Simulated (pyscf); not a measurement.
PySCF, gas phase, ωB97X-D3(BJ)/def2-SVP geometries.

Q: Estimate by transition-state theory the rate constant of HN=SiH–NH₂ (SMILES N=[SiH]N) + HCl (SMILES Cl) → HN=SiH–Cl (SMILES N=[SiH]Cl) + NH₃ (SMILES N) (singlet surface; N–Si, Cl–H broken, Cl–Si, H–N formed) at 1200 K, with ωB97M-D3(BJ)/def2-TZVP energies (ideal gas, 1 atm, RRHO with modes under 100 cm⁻¹ raised to 100, one conformer, R ln 2 for chiral ones without a mode under 150 cm⁻¹; no tunnelling).

A: The electronic barrier is 3.6 kcal/mol and the thermal terms add +41.0, so ΔG‡ = 44.6 kcal/mol. With k_BT/h = 2.50e+13 s⁻¹ and RT = 2.385 kcal/mol, and a volume of 1.64e-19 cm³ per molecule at 1 atm, k = 3.0e-14 cm³ molecule⁻¹ s⁻¹. Wigner's tunnelling factor for 757i cm⁻¹ would be 1.03. A shift of 1 kcal/mol in the barrier changes k by a factor 1.5. On the product side the descent ends in an adduct with a N–Si contact (not fully relaxed), 26.3 kcal/mol under the separated species and 35.5 kcal/mol under the saddle at ωB97X-D3(BJ)/def2-TZVP. What is counted as broken (N–Si) persists as a longer contact in the product adduct; parting that adduct is a step of its own. HN=SiH–NH₂ lies 20.7 kcal/mol over its isomer H₂N–Si:–NH₂ [singlet] (electronic energy, ωB97M-D3(BJ)/def2-TZVP). HN=SiH–Cl lies 26.4 kcal/mol over its isomer H₂N–Si:–Cl [singlet] (electronic energy, ωB97M-D3(BJ)/def2-TZVP). One saddle was located; it need not be the lowest between these sides.
